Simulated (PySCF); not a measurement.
**Gas-phase thermal properties of HCO**

Computed with PySCF (xtb for GFN2) and rigid-rotor harmonic-oscillator thermochemistry at 1 bar. The comparison is the NASA 1993 polynomial table, which mixes measured and estimated data. 6-31G* has spherical d functions here. Open shells (unrestricted): HCO (multiplicity 2). GFN2 has no spin-polarisation term. B3LYP is the form with VWN-RPA correlation. The harmonic model lacks anharmonicity and excited electronic states, which grow with temperature; levels with a mode under 35 cm⁻¹ are left out. The table's entry may be an old estimate for HCO (not checked at source).

```tsv
level	point group	σ	ZPE (kJ/mol)	S°298 (J/mol/K)	Cp298 (J/mol/K)	S°1000 (J/mol/K)	H1000 − H298 (kJ/mol)
table	-	-	-	224.3	34.6	273.1	29.3
B3LYP/6-31G*	Cs	1	34.3	224.5	34.4	272.6	28.8
GFN2-xTB	Cs	1	34.4	224.0	34.7	272.4	29.0
HF/6-31G*	Cs	1	37.8	223.7	34.0	270.5	28.0
PBE/def2-SVP	Cs	1	33.1	224.8	34.6	273.3	29.1
PBE0/def2-TZVP	Cs	1	34.5	224.2	34.5	272.3	28.8
```
σ: rotational symmetry number. Electronic degeneracy used: 2. Frequencies are unscaled.
